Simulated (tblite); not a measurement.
CH5OSi (charge -1).
Atom-mapped SMILES: `[CH3:1][O:2][SiH2-:3]` (hydrogens: H4, H5, H6 on C1; H7, H8 on Si3)

Structure used (GFN2-xTB), in Å, numbered top down from 1:
```
atom  x, y, z in Å
C1    -0.981   -0.142    0.035
O2    -0.127   -0.024   -1.011
Si3    1.544    0.222   -0.702
H4    -0.730   -0.999    0.689
H5    -2.015   -0.296   -0.327
H6    -0.988    0.759    0.677
H7     1.817   -0.883    0.315
H8     1.489    1.372    0.300
```

Level: GFN2-xTB in tblite, geometry and Hessian alike; calculated harmonic values, unscaled, isolated species. Against measured fundamentals such values can be off by several per cent, at times by over 20. Modes of hydrogen on silicon can be 10 to 20 % off. One conformer, not necessarily the lowest.

Harmonic wavenumbers (cm⁻¹): 138.9, 215.1, 285.3, 577.0, 667.0, 749.6, 933.8, 1074.7, 1161.1, 1175.6, 1442.6, 1513.2, 1529.4, 1542.2, 1623.6, 2747.3, 2762.8, 2823.1.

A = 34360, B = 6025, C = 5605 MHz; mass 61.011 u (most abundant isotopes); point group Cs, symmetry number 1.

Q: What is the zero-point energy?

A: ½Σν̃ = 11481 cm⁻¹ = 32.83 kcal/mol.

Q: Give the ideal-gas entropy at 500 K and 1 bar in the rigid-rotor, harmonic-oscillator model (classical rotation).

A: Translation 40.84, rotation 24.68, vibration 14.42: S = 79.9 cal/(mol K).

Q: And Cp and H(500 K) − H(0)?

A: Cp = 24.44 cal/(mol K), of which vibrations give 16.49 (their classical limit is 18 R = 35.8); H(500 K) − H(0) = 8.00 kcal/mol without the zero-point energy, 4.02 from vibrations.

Q: Blend soft modes into free rotors: weight 1/[1 + (100 cm⁻¹/ν̃)⁴] for the oscillator and the rest for a rotor with moment μB/(μ + B), μ = h/(8π²ν), B = 10⁻⁴⁴ kg m². What vibrational entropy results?

A: 14.24 cal/(mol K) in place of 14.42, which changes −T·S at 500 K by +0.09 kcal/mol.

Q: How do the functions run with temperature in this model?

A: 
```csv
T (K),S (cal/(mol K)),Cp (cal/(mol K)),H − H(0) (kcal/mol),G − H(0) (kcal/mol),ln q(vib)
100,54.2,11.0,0.90,-4.52,0.21
200,62.8,14.3,2.17,-10.40,0.87
300,69.3,17.7,3.76,-17.02,1.62
800,93.1,31.5,16.48,-58.00,5.63
1000,100.5,34.4,23.08,-77.37,7.19
```

q(vib) and H(0) count from the zero-point level.

Hindered rotation and anharmonicity are outside this model. Other conformers, if any are populated, would add a mixing term that is left out.
